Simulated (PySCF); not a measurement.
Compound: C₅H₆.
Structure used (PBE0-D3(BJ)/def2-TZVP), in Å, numbered top down from 1:
```xyz
11
C5H6 angstrom
C     -2.520    0.190   -0.270
C     -1.458   -0.554   -0.579
C     -0.128   -0.263   -0.186
C      1.015   -0.047    0.129
C      2.386    0.221    0.511
H     -2.424    1.094    0.320
H     -3.511   -0.092   -0.604
H     -1.594   -1.455   -1.173
H      2.431    0.801    1.436
H      2.938   -0.709    0.669
H      2.904    0.789   -0.267
```

The closed-shell ground state was solved at several levels (PySCF, density fitting, gas phase, non-relativistic). Geometry: PBE0-D3(BJ)/def2-TZVP; no solvent, vibrations or thermal averaging.

```tsv
level	basis functions	HOMO (eV)	LUMO (eV)	gap (eV)	dipole (D)
B97-2/pcJ-2	399	-6.50	-0.74	5.76	0.70
B3LYP/pcJ-2	399	-6.54	-0.91	5.63	0.71
PBE0/pcSseg-2	264	-6.75	-0.70	6.05	0.70
B97-2/pcSseg-2	264	-6.50	-0.74	5.76	0.70
wB97X-D/pcSseg-2	264	-8.51	1.06	9.57	0.67
PBE0/pcJ-2	399	-6.75	-0.70	6.05	0.71
```

Question: What might KT3/pcSseg-2 (264 basis functions) give for the same quantities?

Answer: HOMO -5.71 eV, LUMO -1.57 eV, gap 4.14 eV, dipole 0.74 D.

Question: Over all these levels, which gives the widest orbital gap and which the narrowest?

Answer: wB97X-D/pcSseg-2 (range-separated hybrid) has the widest, 9.57 eV, and KT3/pcSseg-2 (GGA) the narrowest, 4.14 eV. The two share the basis. From the narrowest to the widest the HOMO moves by -2.80 eV and the LUMO by +2.63 eV.

Question: In the pcSseg-2 basis, how does the gap go with the fixed share of exact exchange?

Answer: KT3 (0 %) 4.14 eV; B97-2 (21 %) 5.76 eV; PBE0 (25 %) 6.05 eV. Each rise in the share widens the gap here.

Question: How far do the dipole and the HOMO energy spread over the levels?

Answer: The dipole runs from 0.67 to 0.74 D (mean 0.70 D) and the HOMO from -8.51 to -5.71 eV.
